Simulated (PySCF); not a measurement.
Geometry:
```tsv
atom	x (Å)	y (Å)	z (Å)
N1	2.153	-0.101	0.259
C2	0.759	-0.262	0.650
C3	0.025	-1.242	-0.290
C4	-1.008	-0.408	-1.043
C5	-1.430	0.627	-0.006
C6	-0.102	1.026	0.628
H7	2.205	0.288	-0.677
H8	2.614	0.564	0.870
H9	0.775	-0.675	1.663
H10	-0.488	-2.006	0.301
H11	0.732	-1.763	-0.937
H12	-0.543	0.099	-1.896
H13	-1.838	-1.001	-1.433
H14	-1.978	1.473	-0.428
H15	-2.081	0.156	0.739
H16	-0.211	1.477	1.617
H17	0.399	1.764	-0.008
```

Geometry: PBE0-D3(BJ)/def2-TZVP; GIAO shifts from PySCF, gas phase, non-relativistic, averaged over equivalent atoms.

At KT3/pcSseg-2 (370 basis functions, 59 s wall time on 1 thread of an AMD EPYC 9R45 96-Core, shared host):
| atoms | δ (ppm) |
| --- | --- |
| N1 | 66.2 |
| C2 | 59.2 |
| C3/C6 | 43.4 |
| C4/C5 | 32.5 |
| H9 | 3.43 |
| H10/H16 | 2.18 |
| H12/H14 | 1.76 |
| H13/H15 | 1.57 |
| H11/H17 | 1.27 |
| H7/H8 | 0.61 |

Scale: $^{15}$N (261.05 ppm) vs NH3; $^{13}$C (183.24 ppm) and $^{1}$H (31.63 ppm) against TMS (reference shieldings calculated alike).

Question: Estimate the result of repeating the calculation with wB97X-D/pcSseg-2.

Answer: 
| atoms | δ at wB97X-D/pcSseg-2 | change |
| --- | --- | --- |
| N1 | 60.9 | -5.3 |
| C2 | 57.2 | -2.0 |
| C3/C6 | 43.1 | -0.3 |
| C4/C5 | 31.4 | -1.1 |
| H9 | 3.26 | -0.17 |
| H10/H16 | 2.08 | -0.10 |
| H12/H14 | 1.60 | -0.16 |
| H13/H15 | 1.46 | -0.11 |
| H11/H17 | 1.23 | -0.04 |
| H7/H8 | 0.57 | -0.04 |

References, each an isolated molecule treated in the same way: $^{15}$N (σref 262.16) vs NH3; $^{13}$C (σref 186.29) and $^{1}$H (σref 31.63) against TMS.

The largest change is at N1 (amine nitrogen). Cost: 370 basis functions, 51 s wall time on 1 thread of an AMD EPYC 9R45 96-Core, shared host. The order of the carbon signals is the same at both levels.

The carbons averaged at δ 43.4 differ by 9 ppm in this conformer. Experimental scales use liquid or dissolved standards, which lie at an offset from isolated NH3 (liquid NH3: subtract about 20 ppm).
